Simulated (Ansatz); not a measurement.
A nudged elastic band was laid between two geometries of C3H4ClN (9 atoms, charge 0, multiplicity 1).

These are results of Ansatz 0.2.0, RKS B3LYP-D4/STO-3G, not measurements.

```json
{
 "movable images": "5",
 "climbing image": "yes",
 "spring": "5.0 eV/Å²",
 "optimiser": "quadratic models (default)",
 "start path": "IDPP",
 "force threshold": "0.05 eV/Å",
 "iteration limit": "10",
 "end points": "relaxed"
}
```

First end point:

```xyz
9
Properties=species:S:1:pos:R:3
N 0.120 1.436 -1.389
C 0.128 0.515 -0.471
C 0.875 -0.671 0.063
C -0.471 -0.210 0.707
Cl -1.971 -1.236 0.500
H -0.798 1.991 -1.255
H 0.860 -1.593 -0.536
H 1.791 -0.530 0.656
H -0.446 0.250 1.709
```

Last end point:

```xyz
9
Properties=species:S:1:pos:R:3
N -0.522 1.596 -1.065
C -0.136 0.582 -0.345
C 0.795 -0.552 0.010
C -0.516 -0.284 0.814
Cl -1.904 -1.468 0.677
H 0.246 1.749 -1.810
H 0.809 -1.427 -0.656
H 1.750 -0.347 0.514
H -0.434 0.105 1.844
```

**Question.** Which bonds break or form, and what moves?

**Answer.** No bond is made or broken.

**Question.** What energy profile does the band end with?

**Answer.** It did not converge within its limit. The highest image is number 3 of 0 to 6, 34.1 kcal/mol above the first end and 33.7 kcal/mol above the last; the last end lies 0.4 kcal/mol above the first. The band didn't meet its force threshold, so its energies are provisional: the largest band force was still 0.08 eV/Å, and over the last iterations the top stayed at 1.48 eV. Limits of this set-up: minimal basis.

```tsv
image	path coordinate (Å)	energy (kcal/mol)
0	0.00	0.0
1	0.36	2.6
2	0.72	17.2
3	1.08	34.1
4	1.43	18.3
5	1.77	3.3
6	2.12	0.4
```

The band took 10 iterations and of the order of 2.3 core-minutes.

Time of the run: 2.3 min on 1 thread of Arm Neoverse N1, on a shared host, peak memory 0.098 GiB.
